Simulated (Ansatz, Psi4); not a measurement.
# Heat of formation of CH2O2 (formic acid) from total energies

The species is CH2O2 (5 atoms), meant as a singlet with charge 0. SMILES: `O=CO`. Geometry: relaxed at PBE0-D4/def2-TZVP. This is one conformer, not always the lowest.

Total energies at M06-2X/cc-pVTZ (Psi4 1.11); the atoms run unrestricted:

```tsv
species	state	energy (Eh)
CH2O2	singlet	-189.765772
O	triplet	-75.064252
C	triplet	-37.842466
H	doublet	-0.498135
```

Harmonic wavenumbers at PBE0-D4/def2-TZVP, in cm⁻¹: 636, 693, 1063, 1150, 1317, 1404, 1854, 3064, 3765.

Measured heats of formation of the gaseous atoms at 298.15 K, in kJ/mol: O 249.2, C 716.9, H 218.0. Spin-orbit lowering of the atoms at 298 K (mean of the ground term's levels less their thermal mean, from spectra), in kJ/mol: O 0.40, C 0.02. Take 1 Eh = 2625.50 kJ/mol, 1 cm⁻¹ = 0.0119627 kJ/mol, RT = 2.479 kJ/mol.

**Question.** Work out the heat of formation of the gas at 298 K.

**Answer.** 
1. Electronic atomisation energy: 2 × (-75.064252) + (-37.842466) + 2 × (-0.498135) − (-189.765772) = 0.798532 Eh = 2096.5 kJ/mol.
2. Zero-point energy: half the sum of the wavenumbers, 7473 cm⁻¹ = 89.4 kJ/mol.
3. Thermal vibrational enthalpy, Σ hcν̃/(exp(hcν̃/kT) − 1): 0.9 kJ/mol. Translation, rotation and pV of a non-linear molecule: 4 RT = 9.9 kJ/mol.
4. The 5 free atoms carry 5/2 RT each: 31.0 kJ/mol.
5. Spin-orbit coupling lowers the free atoms by 2 × 0.40 + 0.02 = 0.8 kJ/mol.
6. Atomisation enthalpy at 298 K: 2096.5 − 0.8 − 89.4 − 0.9 − 9.9 + 31.0 = 2026.5 kJ/mol.
7. Sum of the atoms' heats of formation: 1651.3 kJ/mol. Heat of formation: 1651.3 − 2026.5 = -375.2 kJ/mol.

The tabulated value is -378.7 kJ/mol (CRC Handbook of Chemistry and Physics), so this level is off by +3.5 kJ/mol, or 0.2 % of the atomisation enthalpy that the table implies (2030.0 kJ/mol). Anharmonicity and any spin-orbit splitting of the molecule are left out.
